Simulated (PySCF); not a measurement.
Field gradients from PBE0/pcSseg-1 densities (PySCF, non-relativistic) at PBE0-D3(BJ)/def2-SVP geometries, isolated species, one conformer each; χzz is the principal value of largest magnitude, with Q(14N) = 0.02044 b. With so small a basis the couplings can be 20 % off.

**Question.** These 14N couplings (χzz in MHz, η) are listed in rising order: (-6.815, 0.79); (-5.754, 0.05); (-5.286, 0.40); (-5.052, 0.09); (-4.609, 0.30). Assign them to: the aniline-type nitrogen of `Cc1cccc(C)c1N`; the silicon-bound nitrogen of `C#C[C@H]1CC[SiH2]N1`; the silicon-bound nitrogen of `CC1=CC=C[Si@@H]1N`; the aniline-type nitrogen of `CCNc1ccccc1`; the hydroxylamine nitrogen of `NO`.

**Answer.** -6.815 MHz, η 0.79: the hydroxylamine nitrogen of `NO`; -5.754 MHz, η 0.05: the aniline-type nitrogen of `CCNc1ccccc1`; -5.286 MHz, η 0.40: the silicon-bound nitrogen of `C#C[C@H]1CC[SiH2]N1`; -5.052 MHz, η 0.09: the aniline-type nitrogen of `Cc1cccc(C)c1N`; -4.609 MHz, η 0.30: the silicon-bound nitrogen of `CC1=CC=C[Si@@H]1N`.

All sites together:

```
nucleus                                               site  Vzz (au)     η  χzz (MHz)
    14N         the aniline-type nitrogen of Cc1cccc(C)c1N    -1.052  0.09     -5.052
    14N  the silicon-bound nitrogen of C#C[C@H]1CC[SiH2]N1    -1.101  0.40     -5.286
    14N    the silicon-bound nitrogen of CC1=CC=C[Si@@H]1N    -0.960  0.30     -4.609
    14N           the aniline-type nitrogen of CCNc1ccccc1    -1.198  0.05     -5.754
    14N                   the hydroxylamine nitrogen of NO    -1.419  0.79     -6.815
```
